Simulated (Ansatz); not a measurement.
Geometry optimisation, RKS B3LYP/def2-SVP (Ansatz).

The input (input.yaml):

```yaml
crystal:
  periodic: [false, false, false]
  atoms:
    - { symbol: "N", position_ang: [0.5492, -0.0878, 1.3826] }
    - { symbol: C, position_ang: [0.1879, -0.6294, 0.1754] }
    - { symbol: C, position_ang: [-0.2228, 0.0787, -0.8586] }
    - { symbol: C, position_ang: [-0.4698, 0.7223, -1.8049] }
    - { symbol: O, position_ang: [-0.8949, 1.3232, -2.7548] }
    - { symbol: H, position_ang: [1.17673, 0.79361, 1.2366] }
    - { symbol: H, position_ang: [0.94157, -0.69972, 2.04747] }
    - { symbol: H, position_ang: [0.4259, -1.6759, 0.094] }
basis:
  gaussian: { orbitals: def2-SVP }
hamiltonian:
  xc: b3lyp
relax:
  f_tol: 0.015
  max_steps: 40
output:
  orbitals: {}
```

Run as:

```bash
$ ansatz run input.yaml --threads 1 --pin off --max-ram 2048MiB --backend cpu --events-out ev --progress --plain --runs-dir out
```

Question: Where does it end, and by what steps?

Answer: The run converged. After 20 steps the energy has fallen by 1.102 eV; C3 moved furthest, 0.46 Å. The start is strongly strained (largest force component 10 eV/Å).

```tsv
step	energy less start (eV)	largest force component (eV/Å)	accepted
0	0.0000	9.580	yes
1	-0.7978	1.374	yes
2	-0.9343	1.021	yes
3	-1.0478	0.567	yes
4	-1.0523	0.763	yes
5	-1.0641	0.102	yes
6	-1.0650	0.037	yes
7	-1.0654	0.049	yes
8	-1.0659	0.063	yes
9	-1.0678	0.099	yes
10	-1.0692	0.107	yes
11	-1.0698	0.145	yes
12	-1.0708	0.164	yes
13	-1.0751	0.941	yes
14	-1.0893	0.425	yes
15	-1.0987	0.053	yes
16	-1.1000	0.043	yes
17	-1.1017	0.021	yes
18	-1.1021	0.061	yes
19	-1.1021	0.025	yes
20	-1.1022	0.002	yes
```

```xyz
8
Properties=species:S:1:pos:R:3
N 0.829 -0.184 1.366
C 0.272 -0.448 0.167
C -0.048 0.488 -0.756
C -0.552 0.664 -1.930
O -0.987 0.977 -2.978
H 1.035 0.775 1.623
H 1.049 -0.923 2.020
H 0.097 -1.524 0.005
```

Run time: 67 s on 1 thread of Arm Neoverse V1, on a shared host, peak memory 0.25 GiB.
